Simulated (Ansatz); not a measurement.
# BFH4N: the cost of one run

All numbers below are computed with Ansatz 0.2.0 (UHF/def2-SVP).

**1. The system as given**

Bond lengths: B1–H3 1.190 Å, B1–N4 1.550 Å, N4–H5 1.060 Å, N4–H6 1.060 Å. Angles: H3–B1–N4 120.0°, B1–N4–H5 120.0°, B1–N4–H6 120.0°, H5–N4–H6 120.0°.

Coordinates:

```xyz
7

B     0.0000    0.0000    0.0000
H     0.0000    0.0000    1.4400
H     1.0305    0.0000   -0.5950
N    -1.3423    0.0000   -0.7750
H    -2.0112   -0.8164   -0.6764
H    -1.5914    0.8164   -1.4036
F     0.0000    0.0000    2.6600
```

**2. Pulling towards end A**

Springs on the bonds that form and break draw the guess towards this end; the thresholds are loose.

File input.yaml:

```yaml
crystal:
  periodic: [false, false, false]
  atoms:
    - { symbol: B, position_ang: [0.0, 0.0, 0.0] }
    - { symbol: H, position_ang: [0.0, 0.0, 1.44] }
    - { symbol: H, position_ang: [1.0305, 0.0, -0.595] }
    - { symbol: "N", position_ang: [-1.3423, 0.0, -0.775] }
    - { symbol: H, position_ang: [-2.0112, -0.8164, -0.6764] }
    - { symbol: H, position_ang: [-1.5914, 0.8164, -1.4036] }
    - { symbol: F, position_ang: [0.0, 0.0, 2.66] }
magnetization:
  spin_polarized: true
  initial_magnetization: 1
basis:
  gaussian: { orbitals: def2-SVP }
hamiltonian:
  xc: hf
relax:
  f_tol: 0.15
  max_steps: 25
  restrain:
    - { distance: [1, 6], at: 2.12, k: 30.0 }
    - { distance: [0, 1], at: 1.19, k: 30.0 }
output:
  orbitals: {}
```

Started as:

```console
$ ansatz run input.yaml --threads 1 --pin off --max-ram 2048MiB --backend cpu --events-out ev --progress --plain --runs-dir out
```

**Question.** How long does this run take on 1 thread of Intel Xeon 6975P-C (Granite Rapids), shared host, and how much memory does it need?

About 5.8 s, with a peak of 0.14 GiB.
